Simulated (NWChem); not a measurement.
System: AlCl₃; SMILES [Cl][Al]([Cl])[Cl]

Here is an NWChem input.

```
start job
memory heap 200 mb stack 900 mb global 1100 mb
geometry units angstroms noautosym nocenter noautoz
  Al     0.000000     0.000000     0.002297
  Cl    -2.037473     0.455994    -0.000159
  Cl     1.413639     1.536506    -0.000159
  Cl     0.623834    -1.992500    -0.000159
end
basis spherical
  * library pcsseg-1
end
dft
  xc slater vwn_5
  iterations 150
end
property
  shielding 2 1 2
end
task dft property
```

Geometry: optimised at B3LYP/6-31G* (spherical d).

GIAO values for the isolated, static molecule; σ is the absolute isotropic shielding.

Atoms are numbered as in the input.

Give the results of this calculation. (LDA (Slater exchange, VWN5)/pcSseg-1, GIAO.) Quantities: σ Al1 (ppm); σ Cl2 (ppm).


```
Property     Value
-----------  -----
σ Al1 (ppm)  379.7
σ Cl2 (ppm)  847.2
```
